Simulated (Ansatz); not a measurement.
Ca2Si (Pnma, No. 62; cell taken from a computed entry) was calculated with HSE06 in Ansatz (PAW).

Settings: plane-wave cutoff 460 eV, 4×6×4 k mesh (along the axes of the cell as run), Fermi–Dirac smearing 0.01 eV, scalar-relativistic PAW data made under PBE.

Cell (relaxed with PBEsol):

Space group Pnma (No. 62); a = 7.462 Å, b = 4.783 Å, c = 8.939 Å, α = 90.00°, β = 90.00°, γ = 90.00°

```
atom  site  symmetry       x       y       z
----  ----  --------  ------  ------  ------
Ca      4c       .m.  0.1571  0.2500  0.5745
Ca      4c       .m.  0.0195  0.2500  0.1809
Si      4c       .m.  0.2482  0.7500  0.3954
```

Problem. Estimate the band gap that the calculation returns.

Solution. 
- band gap: 0.59 eV (on the SCF k mesh) (direct)

Note: cell and atoms aren't relaxed at this level (pressure 1.7 GPa); this cell isn't known to be the ambient phase, and symmetry holds it in the calculation.

The computed numbers hold no vibrational or temperature effects.

Computing time: roughly 17 core-minutes.

Ansatz is a first-principles code.
